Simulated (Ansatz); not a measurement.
Input file:

```yaml
crystal:
  periodic: [false, false, false]
  atoms:
    - {symbol: Se, position_ang: [0.000000, 0.000000, 0.000000]}
    - {symbol: Be, position_ang: [0.000000, 0.000000, 1.897000]}
basis:
  gaussian: {orbitals: def2-mTZVP}
total_charge: 1
magnetization: {spin_polarized: false, initial_magnetization: 3}
correlation: {active_space: {ras: {orbitals: [7, 3, 27], electrons: 17, max_holes: 2, max_particles: 2}, fixed_orbitals: true}}
output: {forces: true}
```

```sh
$ ansatz run in.yaml --threads 1 --pin off --events-out ev --progress --plain --max-ram 2393MiB
```

The program prints:

```
472 factors; integrals over basis functions are off by at most 2.0e-4 eV
mean field evaluation 1: about -65690.7815 eV, gradient 9.6e0 eV
mean field evaluation 2: about -65690.7846 eV, gradient 9.6e0 eV
mean field evaluation 4: about -65691.5685 eV, gradient 1.2e0 eV
mean field evaluation 8: about -65691.5919 eV, gradient 6.9e-4 eV
mean field -65691.59190040 eV, -2414.1214749796 hartree, gradient 4.0e-6 eV, S^2 3.750000; 0 other end points of the search recorded, 0 dependent functions left out
reference -65691.59190040 eV, -2414.1214749796 hartree; 20, 17 occupied and 27, 30 virtual orbitals, 472 factors
state -65696.73202953 eV, -2414.3103712410 hartree
the calculation of the forces begins
Total energy: -65696.73202953 eV, -2414.3103712410 hartree
Atom 0 at     0.000000     0.000000     0.000000 Å, force     0.000000    -0.000000    -5.828699 eV/Å
Atom 1 at     0.000000     0.000000     1.897000 Å, force    -0.000000     0.000000     5.828699 eV/Å
Dipole moment:     0.000000     0.000000     0.295702 e Å
```

Forces (eV/Å):
```
Se   0.000  0.000 -5.829
Be   0.000  0.000  5.829
```

Ran on 1 thread of AMD EPYC 7B13, shared host: 37 s wall, 0.18 GiB peak host memory.
